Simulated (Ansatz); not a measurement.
Geometry optimisation, RKS LDA/def2-SVP (Ansatz).

input.yaml

```yaml
crystal:
  periodic: [false, false, false]
  atoms:
    - { symbol: B, position_ang: [0.0, 0.0, 0.0] }
    - { symbol: H, position_ang: [0.0, 0.0, 1.54] }
    - { symbol: H, position_ang: [1.0305, 0.0, -0.595] }
    - { symbol: Cl, position_ang: [-1.6108, 0.0, -0.93] }
    - { symbol: S, position_ang: [-0.2805, -2.0593, 0.6906] }
    - { symbol: H, position_ang: [-0.8397, -2.8254, -0.3392] }
    - { symbol: H, position_ang: [-0.1181, -0.8671, 1.6662] }
basis:
  gaussian: { orbitals: def2-SVP }
hamiltonian:
  xc: lda
relax:
  f_tol: 0.15
  max_steps: 25
  restrain:
    - { distance: [0, 4], at: 1.89, k: 30.0 }
    - { distance: [6, 1], at: 0.66, k: 30.0 }
    - { distance: [0, 1], at: 2.39, k: 30.0 }
    - { distance: [6, 4], at: 2.6, k: 30.0 }
```

Run as:

```bash
$ ansatz run input.yaml --threads 1 --pin off --max-ram 2048MiB --backend cpu --events-out ev --progress --plain --runs-dir out
```

**Question.** Where does it end, and by what steps?

**Answer.** It converged. The restraints hold the end off the free minimum; the threshold counts their pulls, which the force column leaves out. Restrained pairs: B1–S5 (2.19 → 1.85 Å), H2–H7 (0.88 → 0.73 Å), B1–H2 (1.54 → 2.39 Å), S5–H7 (1.55 → 2.61 Å). After 9 steps the energy has fallen by 3.103 eV (the restraints' own energy left out); S5 moved furthest, 0.87 Å.

```
step  energy less start (eV)  largest force component (eV/Å)  accepted
   0                  0.0000                           3.910       yes
   1                 -0.5546                           4.770       yes
   2                 -1.2421                           4.549       yes
   3                 -2.2483                           3.001       yes
   4                 -2.8728                           1.694       yes
   5                 -3.0277                           1.903       yes
   6                 -3.0610                           1.280        no
   7                 -3.0743                           1.824       yes
   8                 -3.0910                           1.938       yes
   9                 -3.1027                           2.016       yes
```

```xyz
7
Properties=species:S:1:pos:R:3
B -0.005 -0.590 -0.367
H -0.216 0.212 1.879
H 1.005 0.080 -0.374
Cl -1.529 0.101 -0.835
S 0.168 -2.387 0.027
H -1.163 -2.664 -0.113
H -0.078 -0.504 1.816
```

Run time: 15 s on 1 thread of Arm Neoverse V1, with other jobs on the host, peak memory 0.13 GiB.
